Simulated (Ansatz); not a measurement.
**Al2H2 (H-bridged), triplet in 6-31G: errors against full CI**

Geometry: that of the Al2H2 (H-bridged), singlet, kept fixed. The singlet lies 0.8 eV lower here.

```yaml
atoms:
  - { symbol: Al, position_ang: [0.0000, 0.0925, 1.2647] }
  - { symbol: Al, position_ang: [0.0000, -0.0193, -1.3669] }
  - { symbol: H, position_ang: [0.0000, -0.6882, 2.6804] }
  - { symbol: H, position_ang: [0.0000, -1.2711, 0.0548] }
```

Basis 6-31G; Ansatz 0.2.0. Correlated methods freeze the noble-gas cores, which leaves 8 electrons in 20 orbitals. Prefix R: restricted or restricted open-shell reference. Active spaces: valence = (8e, 10o) chosen from the atoms' valence shells.

Full CI is exact within this basis and frozen core; it isn't the basis-set limit.

For open shells CISD is restricted-active-space CI with the open shells as a complete middle space.

The UHF ⟨S²⟩ is 2.103. The T1 diagnostic (RCCSD) is 0.0600. The largest doubles amplitude (RCCSD) is 0.096 and the T1 diagnostic (UCCSD) is 0.0413.

**Question.** From what is known of these methods and the diagnostics, rank them by the size of their error in total energy against full CI in 6-31G, smallest first (an estimate: the text doesn't fix the numbers).
A. MRCISD (valence space)
B. CASSCF (valence space)
C. RHF
D. RCCSD
E. RCCSDT(Q)

**Answer.** E (1 meV), A (22 meV), D (113 meV), B (574 meV), C (2678 meV).

All errors are against full CI in 6-31G. T1 is large (0.060) while the doubles stay small, which points to orbital relaxation. Within each family the higher level lies nearer, as is usual though not guaranteed.

The full-CI state has the irrep A'' of Cs, in the program's axes.

Natural occupations of full CI about the gap: 1.963 1.945 1.876 1.007 0.966 0.063 0.059 0.042 0.030 0.019; effectively unpaired electrons, Σ n²(2−n)², 2.11.
